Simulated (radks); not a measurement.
# P⁴⁺ in [He] 2s1 2p6 3s1 3p1: an all-electron calculation

One table from this session's results is given with a row withheld; the runs are named, their logs left out.

The numbers are computed with radks (a radial shooting solver on a logarithmic mesh, Libxc functionals) version 1 (Dirac Kohn-Sham, LDA (Slater exchange, Perdew-Wang correlation), spin-unpolarised, spherical densities, finite nucleus; open shells are shared between the two j in proportion to 2j + 1), except any that are marked as measured or tabulated.

## The system

* element: phosphorus (Z = 15)
* charge: +4
* electrons: 11
* configuration: [He] 2s1 2p6 3s1 3p1
* nuclear rms radius: 3.1889 fm

The outer shells:

P⁴⁺
```
[He] core
2s [↑ ]
2p [↑↓][↑↓][↑↓]
3s [↑ ]
3p [↑ ][  ][  ]
```

Set-up of the first run:

Input:

```text
Z 15
configuration [He] 2s1 2p6 3s1 3p1
relativity Dirac
functional lda,pw
spin unpolarised
j_filling average
nucleus finite rms 3.1889 fm
c 137.035999084
```

Started as:

```console
$ python run_ks.py task.json out
```

This one command runs every case of the session in turn.

One table of the session follows, with a row left open; its other results are not shown here.

It belongs to the step «Shells». From the orbitals of this run (lengths in bohr):

```
level     <r>  outermost maximum (interpolated)  90 % within  nodes
1s1/2  0.1038                            0.0678        0.185      0
2s1/2  0.5084                             0.415        0.795      1
2p1/2  0.4655                             0.346        0.773      0
2p3/2  0.4675                             0.347        0.776      0
3s1/2   1.516                              1.36         2.23      2
3p1/2   1.607                              1.43         2.40      1
3p3/2       ?                                 ?            ?      ?
```

**Question.** Estimate the row for 3p3/2.

As computed: <r>: 1.611; outermost maximum (interpolated): 1.43; 90 % within: 2.41; nodes: 1. In the column «<r>» it is the highest.
